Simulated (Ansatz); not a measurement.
in.yaml

```yaml
crystal:
  periodic: [false, false, false]
  atoms:
    - {symbol: Si, position_ang: [0.000000, 0.119064, -0.138532]}
    - {symbol: H, position_ang: [0.000000, -2.156874, -1.449261]}
    - {symbol: H, position_ang: [0.773205, -0.580381, 2.654683]}
    - {symbol: H, position_ang: [-0.773205, -0.580381, 2.654683]}
basis:
  gaussian: {orbitals: STO-3G}
total_charge: 1
magnetization: {spin_polarized: true, initial_magnetization: 2}
hamiltonian: {pseudopotentials: {relativity: none}}
correlation: {method: bccd_t, electrons: all, diis_vectors: 12}
output: {forces: true}
```

```sh
$ ansatz run in.yaml --threads 1 --pin off --events-out ev --progress --plain --max-ram 2393MiB
```

(1) Roughly how long does this take on 1 thread of Arm Neoverse N1, shared host, and how much host memory?

```
126 factors; integrals over basis functions are off by at most 3.7e-5 eV
mean field evaluation 1: about -7793.1683 eV, gradient 1.1e1 eV
mean field evaluation 2: about -7793.2160 eV, gradient 1.0e1 eV
mean field evaluation 4: about -7799.0135 eV, gradient 6.5e0 eV
mean field evaluation 8: about -7798.9342 eV, gradient 1.9e0 eV
mean field evaluation 16: about -7803.0296 eV, gradient 5.3e-1 eV
mean field evaluation 32: about -7802.9669 eV, gradient 1.2e0 eV
mean field evaluation 64: about -7798.8749 eV, gradient 5.7e-1 eV
mean field evaluation 96: about -7801.6459 eV, gradient 2.8e-1 eV
mean field evaluation 128: about -7801.4490 eV, gradient 2.4e-3 eV
mean field evaluation 160: about -7801.4372 eV, gradient 7.0e-1 eV
...
cycle  29  -1.81136190 eV  change    7.4e-6 eV  update   2.9e-6
cycle  30  -1.81135970 eV  change    2.2e-6 eV  update   1.7e-6
cycle  31  -1.81136136 eV  change   -1.7e-6 eV  update   8.5e-7
cycle  32  -1.81136169 eV  change   -3.3e-7 eV  update   5.6e-7
cycle  33  -1.81136370 eV  change   -2.0e-6 eV  update   3.8e-7
cycle  34  -1.81136444 eV  change   -7.4e-7 eV  update   2.5e-7
cycle  35  -1.81136209 eV  change    2.4e-6 eV  update   1.9e-7
cycle  36  -1.81136273 eV  change   -6.4e-7 eV  update   1.0e-7
cycle  37  -1.81136307 eV  change   -3.5e-7 eV  update   6.9e-8
cycle  38  -1.81136301 eV  change    6.3e-8 eV  update   5.2e-8
perturbative correction -0.00395881 eV, -0.0001454837 hartree
the calculation of the forces begins
Total energy: -7804.83002569 eV, -286.8222131405 hartree
Atom 0 at     0.000000     0.119064    -0.138532 Å, force    -0.000000    -0.199508     0.075377 eV/Å
Atom 1 at     0.000000    -2.156874    -1.449261 Å, force     0.000000     0.158772     0.093272 eV/Å
Atom 2 at     0.773205    -0.580381     2.654683 Å, force    -4.037742     0.020368    -0.084324 eV/Å
Atom 3 at    -0.773205    -0.580381     2.654683 Å, force     4.037743     0.020368    -0.084324 eV/Å
Dipole moment:     0.000000     0.144802    -0.214336 e Å
```

Forces (eV/Å):
```
Si   0.000 -0.200  0.075
H    0.000  0.159  0.093
H   -4.038  0.020 -0.084
H    4.038  0.020 -0.084
```

## Answers

(1) 3.3 s wall and 0.15 GiB.
